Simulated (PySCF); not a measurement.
H3Si, SMILES [SiH3] (connectivity only; charge and spin as stated), charge +1, multiplicity 1.

Geometry: B3LYP-D3(BJ)/def2-TZVPD. The multiplicity is an assumed one; other spin states were not compared. The isomer is the one that the SMILES or the coordinates give; other isomers of the formula were not compared.

Level of theory: PySCF with PBE0/def2-TZVPD.

Symmetry labels are those of the subgroup C2v that the program uses (full group D3h).

Computed valence orbital energies around the gap with their symmetry:
```json
[
 {"orbital": "HOMO−7", "symmetry": "A1", "energy (eV)": "-1812.01"},
 {"orbital": "HOMO−6", "symmetry": "A1", "energy (eV)": "-154.23"},
 {"orbital": "HOMO−5", "symmetry": "B2", "energy (eV)": "-109.10"},
 {"orbital": "HOMO−4", "symmetry": "B1", "energy (eV)": "-108.76"},
 {"orbital": "HOMO−3", "symmetry": "A1", "energy (eV)": "-108.76"},
 {"orbital": "HOMO−2", "symmetry": "A1", "energy (eV)": "-22.67"},
 {"orbital": "HOMO−1", "symmetry": "B1", "energy (eV)": "-17.72"},
 {"orbital": "HOMO", "symmetry": "A1", "energy (eV)": "-17.72"},
 {"orbital": "LUMO", "symmetry": "B2", "energy (eV)": "-10.23"},
 {"orbital": "LUMO+1", "symmetry": "A1", "energy (eV)": "-6.11"},
 {"orbital": "LUMO+2", "symmetry": "A1", "energy (eV)": "-5.20"},
 {"orbital": "LUMO+3", "symmetry": "B1", "energy (eV)": "-5.20"}
]
```
